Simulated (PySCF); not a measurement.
## HS, SMILES `[SH]` (charge 0, multiplicity 2)

Calculation: TPSSh-D3(BJ)/def2-TZVP // r2SCAN-D4/def2-SVP run with PySCF.

| Item | Result |
|---|---|
| highest occupied spin orbital | -6.75 eV |
| dipole moment | 0.88 D |
| total energy | -398.7717 Ha |
| cost | roughly 14 core-seconds |

Bond lengths (Å): S1–H2 1.353.
Charge 0, spin multiplicity 2.
